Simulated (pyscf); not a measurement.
•HC=C(CH₃)–Br → HC≡C–CH₃ + Br• (bond scission; doublet surface; Br–C broken, none formed). Structures and frequencies: ωB97X-D3(BJ)/def2-SVP in PySCF. Energies in eV from the reactant's lowest minimum found.

```
level                      barrier  reaction energy
----------------------  ----------  ---------------
PBE/def2-TZVP                 0.14            +0.63
r²SCAN/def2-TZVP              0.22            +0.73
PBE0-D3(BJ)/def2-TZVP         0.26            +0.65
M06-2X/def2-TZVP        (withheld)            +0.26
ωB97M-D3(BJ)/def2-TZVP  (withheld)       (withheld)
HF/def2-TZVP                  0.40            +0.03
```

Question: Fill in the missing entries.

Answer: 
- M06-2X/def2-TZVP, barrier: 0.19
- ωB97M-D3(BJ)/def2-TZVP, barrier: 0.15
- ωB97M-D3(BJ)/def2-TZVP, reaction energy: +0.25

On the product side the descent ends in what is likely a three-electron adduct, which functionals tend to overbind, 0.37 eV under the separated species and 0.13 eV under the saddle at ωB97X-D3(BJ)/def2-TZVP. At PBE0-D3(BJ), M06-2X, ωB97M-D3(BJ) the saddle lies under the separated products, which points to a path from their complex (located at ωB97X-D3(BJ) alone), and parting the products costs more than the saddle. At PBE, r²SCAN this geometry lies under the product side: in single points on another level's saddle the reverse barrier vanishes, and the forward threshold there is about the reaction energy. At ωB97X-D3(BJ)/def2-TZVP the barrier from the zero used here is 0.25 eV. From the product side, H₃C–C•=CH–Br lies, by one bond made or cut, 0.31 eV under this saddle at ωB97M-D3(BJ)/def2-TZVP. •HC=C(CH₃)–Br lies 0.98 eV over its isomer •H₂C–CH=CH–Br (electronic energy, ωB97M-D3(BJ)/def2-TZVP). This is the saddle that the search found; another between the same sides may lie lower. Left out: the spin-orbit lowering of Br, which is large for Br, Se, Te and I. Elements up to Kr have no core potential and no relativistic terms here.
